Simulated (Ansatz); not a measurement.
Mo₂C₃: from a trial structure to a relaxed crystal

Level of theory: Ansatz, DFT PBE, scalar-relativistic, plane waves, PAW. Cutoff 420 eV, Γ-centred k mesh, Gaussian smearing, no spin polarisation in the final step.

Mo₂C₃ was placed on the A-type sesquioxide structure type (P-3m1, No. 164), with Mo in place of La, C in place of O, at a guessed volume.

```yaml
crystal:
  lattice:
    - [3.35766, 0.00000, 0.00000]
    - [-1.67883, 2.90782, 0.00000]
    - [0.00000, 0.00000, 5.22398]
  atoms:
    - { symbol: Mo, position: [0.33333, 0.66667, 0.24500] }
    - { symbol: Mo, position: [0.66667, 0.33333, 0.75500] }
    - { symbol: C, position: [0.00000, 0.00000, 0.00000] }
    - { symbol: C, position: [0.33333, 0.66667, 0.64500] }
    - { symbol: C, position: [0.66667, 0.33333, 0.35500] }
```

Cell and atoms relax at zero pressure; the relaxation can't lower the symmetry of the start. After a coarse first stage the cell is made exact in the group found at 0.06 Å.

Energies over the elements count from the elements' standard structures at the same level, with no empirical corrections.

What does it relax into?

It keeps P-3m1 (No. 164), but not the shape of the type it started on. Conventional cell: a = 2.782 Å, c = 7.003 Å. Mo has 3 C at 2.12 Å, 1 C at 2.26 Å, 3 C at 2.54 Å and 6 Mo at 2.78 Å; around C on Wyckoff site a (1 atom of the primitive cell) lie 6 Mo at 2.12 Å; C on Wyckoff site d (2 atoms of the primitive cell) has 3 C at 1.63 Å.

```
Mo C
1.0
     2.78181    0.00000    0.00000
    -1.39090    2.40911    0.00000
     0.00000    0.00000    7.00261
Mo C
2 3
Cartesian
  0.0000 1.6061 1.3837
  1.3909 0.8030 5.6189
  0.0000 0.0000 0.0000
  0.0000 1.6061 3.6481
  1.3909 0.8030 3.3545
```

What are its volume, energy, density and gap?

The volume per atom is 9.39 Å³, the density is 8.07 g/cm³ and the energy over the elements is 0.57 eV/atom. The gap on the 18×18×6 mesh is 0 eV (a metal).

The final run used a 18×18×6 mesh on its 5-atom cell and 0.10 eV smearing. For metals, differences of a few meV/atom aren't resolved. A structure relaxed within its symmetry needn't be a true minimum. The steps took of the order of 2.7 core-minutes in all.